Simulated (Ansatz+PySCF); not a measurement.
The numbers below are computed, except where a source is named.
This PySCF input gave a total energy of -115.72428 hartree.

```python
from pyscf import gto, scf

mol = gto.M(atom="""
C 0.000000 0.000000 -1.412390
C 0.000000 0.000000 0.000000
C 0.000000 0.000000 1.412390
H 0.000000 -1.011730 -2.024900
H 0.000000 1.011730 -2.024900
H -1.011730 0.000000 2.024900
H 1.011730 0.000000 2.024900
""", basis='def2-svp', charge=0, spin=0)
mf = scf.UHF(mol)
mf.kernel()
print(mf.converged, mf.e_tot, mf.spin_square()[0])
```

**Question.** Write an input for Ansatz with the same method and basis set.

**Answer.**

```yaml
crystal:
  periodic: [false, false, false]
  atoms:
    - { symbol: C, position_ang: [0.0, 0.0, -1.41239] }
    - { symbol: C, position_ang: [0.0, 0.0, 0.0] }
    - { symbol: C, position_ang: [0.0, 0.0, 1.41239] }
    - { symbol: H, position_ang: [0.0, -1.01173, -2.0249] }
    - { symbol: H, position_ang: [0.0, 1.01173, -2.0249] }
    - { symbol: H, position_ang: [-1.01173, 0.0, 2.0249] }
    - { symbol: H, position_ang: [1.01173, 0.0, 2.0249] }
basis:
  gaussian: { orbitals: def2-SVP }
magnetization:
  spin_polarized: true
hamiltonian:
  xc: hf
scf:
  omitted_lower_state_checks: [stability, starts, atomic_configurations, cluster_reference, orbital_swaps, given_window_search, neighbouring_geometries, increment]
```

Ansatz (development build ahead of 0.2.0) gave -115.72428 hartree, 0.00 meV from the first. This is not the lowest solution: another run reaches a determinant 0.28 eV lower.
